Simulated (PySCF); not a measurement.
## Electric field gradients and quadrupole coupling constants

Species: [S4]2+ (charge +2).
Structure used (PBE0-D3(BJ)/def2-SVP), in Å, numbered top down from 1:
```xyz
4
S4 angstrom
S     -0.7608   -0.7728   -0.9585
S      1.2277   -0.3927   -0.6579
S      0.7609    0.7716    0.9594
S     -1.2277    0.3938    0.6570
```

Field gradients from the PBE0/pcSseg-1 density (PySCF, non-relativistic), principal values in atomic units, ordered |Vxx| ≤ |Vyy| ≤ |Vzz|:

```tsv
atom	Vxx	Vyy	Vzz
S1	-0.0833	-1.7826	1.8659
S2	-0.0838	-1.7830	1.8668
S3	-0.0833	-1.7825	1.8658
S4	-0.0839	-1.7829	1.8668
```

Problem. Find the asymmetry η = (Vxx − Vyy)/Vzz and the couplings χ = eQV/h (234.96 MHz × Q in barn × V in au), with Q(33S) = −0.0678 b.

Solution. 
| atom | environment | nucleus | η | χzz (MHz) | χxx (MHz) | χyy (MHz) |
| --- | --- | --- | --- | --- | --- | --- |
| S1 | sulfur bonded to 2 S | 33S | 0.91 | -29.72 | 1.33 | 28.40 |
| S2 | sulfur bonded to 2 S | 33S | 0.91 | -29.74 | 1.34 | 28.40 |
| S3 | sulfur bonded to 2 S | 33S | 0.91 | -29.72 | 1.33 | 28.40 |
| S4 | sulfur bonded to 2 S | 33S | 0.91 | -29.74 | 1.34 | 28.40 |

At S1, S2, S3 and S4 η is above 0.9: Vyy and Vzz are nearly equal in size and opposite in sign, so a small change could swap them and flip the sign of χzz. 

Problem. What is Vzz at S3 in SI units (1 au = 9.71736 × 10²¹ V/m²)?

Solution. 1.8658 au = 18.131 × 10²¹ V/m².

 No counter-ion or solvent screens the charge of this multiply charged ion. The basis is small and wasn't made for field gradients, so the couplings can be 20 % off.

The run behind these numbers computed NMR shieldings as well. The run took 4.0 s of wall time on one thread of an Arm Neoverse V1 (shared host).
